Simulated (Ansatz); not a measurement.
What does this script print? It uses Ansatz's Python interface.

Script `run_opt.py`:
```python
"""Relax the C4H7Cl molecule."""

import ansatz as az
from ase import Atoms
import numpy as np

BASIS = "def2-SVP"
XC = "hf"

atoms = Atoms(["Cl", "C", "C", "C", "C", "H", "H", "H", "H", "H", "H", "H"], positions=[
    (2.036, 1.4369, 0.0077),
    (0.6245, 0.5434, 0.6447),
    (-0.6581, 0.8464, -0.1201),
    (-0.7085, -0.5961, -0.6036),
    (0.5732, -0.9, 0.1591),
    (0.5042, 0.6348, 1.7464),
    (-1.5052, 1.096, 0.5557),
    (-0.5235, 1.5686, -0.955),
    (-1.5856, -1.1507, -0.2041),
    (-0.5799, -0.6816, -1.7049),
    (0.4105, -1.6207, 0.9901),
    (1.4125, -1.177, -0.5159),
])
mol = az.Crystal.molecule_from_ase(atoms)

model = mol.calculation().basis(gaussian=BASIS).functional(XC)
symbols = [site.symbol for site in mol.cartesian_sites]
start = np.array([site.position_ang for site in mol.cartesian_sites], dtype=float)
def progress(event):
    if event["event"] == "relax_step":
        row = event["data"]
        print(f"step {row['step']:3d}  E = {row['lagrangian_ev']:.6f} eV  max force {row['allowed_force_max_ev_ang']:.4f} eV/A")


data = model.relax(force_tolerance=0.01).session().plan().execute(on_event=progress).report
end = np.array(data["positions_ang"])

print("reference energy %16.6f eV" % data["reference_energy_ev"])
print("total energy     %16.6f eV" % data["free_energy_ev"])
print("occupied (up, down):", data["n_occupied"], " virtual:", data["n_virtual"], " frozen:", data["n_frozen"])

print("bond        before    after (A)")
for i, j in [(0, 1), (1, 2), (1, 4), (1, 5), (2, 3), (2, 6), (2, 7), (3, 4), (3, 8), (3, 9), (4, 10), (4, 11)]:
    d0, d1 = (np.linalg.norm(xyz[i] - xyz[j]) for xyz in (start, end))
    print(f"{symbols[i]}{i}-{symbols[j]}{j}".ljust(10), f"{d0:8.4f} {d1:8.4f}")
for i, j, k in [(0, 1, 2), (0, 1, 4), (0, 1, 5), (2, 1, 4), (2, 1, 5), (4, 1, 5), (1, 2, 3), (1, 2, 6)]:
    u, v = end[i] - end[j], end[k] - end[j]
    print(f"angle {symbols[i]}{i}-{symbols[j]}{j}-{symbols[k]}{k}: {np.degrees(np.arccos(np.clip(u @ v / np.linalg.norm(u) / np.linalg.norm(v), -1, 1))):.2f} deg")
with open("c4h7cl_opt.xyz", "w") as handle:
    handle.write(f"{len(symbols)}\nrelaxed C4H7Cl\n")
    handle.writelines(f"{s:2s} {x:11.6f} {y:11.6f} {z:11.6f}\n" for s, (x, y, z) in zip(symbols, end))
```

`python run_opt.py` gives:
```text
step   1  E = -16728.152428 eV  max force 1.1189 eV/A
step   2  E = -16728.402819 eV  max force 0.5628 eV/A
step   3  E = -16728.410485 eV  max force 0.0804 eV/A
step   4  E = -16728.411690 eV  max force 0.0436 eV/A
step   5  E = -16728.415456 eV  max force 0.0784 eV/A
step   6  E = -16728.411213 eV  max force 0.5293 eV/A
step   7  E = -16728.425143 eV  max force 0.1268 eV/A
step   8  E = -16728.438217 eV  max force 0.1855 eV/A
step   9  E = -16728.448711 eV  max force 0.3791 eV/A
step  10  E = -16728.364260 eV  max force 0.6505 eV/A
step  11  E = -16728.478822 eV  max force 0.2701 eV/A
step  12  E = -16728.461547 eV  max force 0.4590 eV/A
step  13  E = -16728.484656 eV  max force 0.0966 eV/A
step  14  E = -16728.485823 eV  max force 0.0463 eV/A
step  15  E = -16728.486010 eV  max force 0.0051 eV/A
reference energy    -16728.486010 eV
total energy        -16728.486010 eV
occupied (up, down): [24, 24]  virtual: [85, 85]  frozen: 0
bond        before    after (A)
Cl0-C1       1.7879   1.7903
C1-C2        1.5237   1.5316
C1-C4        1.5238   1.5316
C1-H5        1.1120   1.0864
C2-C3        1.5222   1.5445
C2-H6        1.1120   1.0899
C2-H7        1.1121   1.0895
C3-C4        1.5221   1.5445
C3-H8        1.1120   1.0908
C3-H9        1.1121   1.0896
C4-H10       1.1120   1.0899
C4-H11       1.1121   1.0895
angle Cl0-C1-C2: 118.04 deg
angle Cl0-C1-C4: 118.04 deg
angle Cl0-C1-H5: 106.29 deg
angle C2-C1-C4: 89.40 deg
angle C2-C1-H5: 112.32 deg
angle C4-C1-H5: 112.33 deg
angle C1-C2-C3: 87.58 deg
angle C1-C2-H6: 117.41 deg
```

File `c4h7cl_opt.xyz` afterwards:
```text
12
relaxed C4H7Cl
Cl    2.024462    1.531707    0.651569
C     0.559051    0.503814    0.685529
C    -0.597711    0.868001   -0.249950
C    -0.808943   -0.645815   -0.471515
C     0.633492   -0.878079    0.029265
H     0.248019    0.450756    1.725137
H    -1.414106    1.457208    0.167464
H    -0.229165    1.358808   -1.150159
H    -1.552201   -1.060852    0.210494
H    -1.046109   -0.974777   -1.482843
H     0.834086   -1.731130    0.677314
H     1.349225   -0.879640   -0.792207
```

Total energies depend on the basis set; only differences at equal settings carry meaning. The end point is the stationary point reached from this start; no frequency run checks that it is a minimum, and the basis set is modest. Timing: 40 s on 1 thread of Arm Neoverse V2 (shared host), peak memory 0.3 GiB.

(Lines on the test bed's own set-up are left out of the output.)
